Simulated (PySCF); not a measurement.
# C3H7NO (dimethylformamide): the cost of one run

Computed with PySCF 2.14.0, with density-fitted response routines of our own, on a single molecule in the gas phase. Atoms are numbered from 0 throughout.

### Step 1. The molecule as given

12 atoms, charge 0, multiplicity 1; geometry from: MMFF94s. The atoms were then displaced at random by about 0.03 Å, so the start is not that level's minimum.

Bonds of the start (Å): C0–N1 1.53, N1–C2 1.46, N1–C3 1.34, C3–O4 1.33, C0–H5 1.16, C0–H6 1.06, C0–H7 1.05, C2–H8 1.03, C2–H9 1.08, C2–H10 1.15, C3–H11 1.05.

### Step 2. Optimising the geometry at PBE0-D3(BJ)/def2-SVP

What the job is given:

```
{"job": {"xc": "PBE0", "basis": "def2-SVP", "d3": "d3bj", "grid": 1, "shake": 0.03, "kind": "geom"}, "charge": 0, "multiplicity": 1}
C      1.416000     0.061540     0.210790
N     -0.091360     0.119250    -0.043930
C     -0.838840    -1.135860     0.058890
C     -0.655320     1.292200    -0.379050
O     -1.964950     1.355210    -0.616160
H      1.759960     1.156210     0.070120
H      1.575440    -0.215210     1.218130
H      1.880220    -0.521100    -0.531180
H     -1.852810    -1.000610    -0.055420
H     -0.363420    -1.846320    -0.601600
H     -0.668900    -1.519720     1.127220
H     -0.080550     2.171660    -0.406820
```

Started as:

```
> OMP_NUM_THREADS=1 python probes_run.py task.json out
```

The driver reads the jobs from task.json and runs them one after another.

Q: Estimate the wall time and peak memory of this first job on 1 thread of Arm Neoverse V1, shared host.

About 36 s, with a peak of 0.42 GiB.
